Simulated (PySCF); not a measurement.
An unknown is described by computed data only.

Formula: CCl3F.

- UV, first state: lowest singlet excitation: 6.43 eV (193 nm, f = 0.000) [TDDFT CAM-B3LYP/aug-cc-pVTZ]
- Rotational structure: rotational constants A, B, C: 2.473, 2.471, 1.730 GHz [PBE0-D3(BJ)/def2-TZVP]
- NMR, other nuclei: isotropic shieldings of nuclei other than C and H, by class: 176 (1 F), 414 (3 Cl) ppm [GIAO B97-2/pcSseg-2]
- Triplet: lowest triplet excitation (Tamm–Dancoff): 5.79 eV [TDA CAM-B3LYP/aug-cc-pVTZ]
- Polarisability: 56.5 au [CAM-B3LYP/aug-cc-pVTZ]
- 13C NMR: chemical shifts (computed TMS as zero) by class: 148.2 (1 C) ppm [GIAO B97-2/pcSseg-2]
- XPS: Cl2p3/2 207.1 (×3), C1s 297.8, F1s 694.2, Cl1s 2829.8 (×3) eV [ΔSCF SCAN, pcX-3 on the ionised atom, pcseg-2 elsewhere, spin-free X2C, 2p3/2 from a spin–orbit splitting computed afterwards within the 2p shell]
- Dipole: 0.42 D [CAM-B3LYP/aug-cc-pVTZ]

Gas-phase values; electronic properties from PySCF, density fitting. Levels stand in brackets. Isolated species at its PBE0-D3(BJ)/def2-TZVP geometry, gas phase. NMR classes are plain means over equivalent atoms (diastereotopic ones count apart unless rotation or inversion swaps them), as if these changed places fast.

Problem. What is the compound? Reason from the data.

Solution. Numbering: `[F:1][C:2]([Cl:3])([Cl:4])[Cl:5]`. Its formula, CCl3F, gives 0 degrees of unsaturation, so no ring and no π bond. The one carbon: CCl3 carbon [C2] (148.2 ppm). The other shieldings belong to: 176 ppm, alkyl fluorine [F1]; 414 ppm, chlorine of a CCl3 group [Cl3/Cl4/Cl5]. The core levels belong to: Cl2p3/2 207.1 eV, chlorine of a CCl3 group [Cl3/Cl4/Cl5]; C1s 297.8 eV, CCl3 carbon [C2]; F1s 694.2 eV, alkyl fluorine [F1]; Cl1s 2829.8 eV, chlorine of a CCl3 group [Cl3/Cl4/Cl5]. The optimised geometry has point group C3v and is an oblate symmetric top (the spread among constants that symmetry makes equal is optimisation noise). Structure: `FC(Cl)(Cl)Cl`. The assignments are read from this structure; whether some other isomer fits the data as well wasn't checked. NMR values of atoms bound to several Cl lack the spin–orbit term that these neighbours bring.
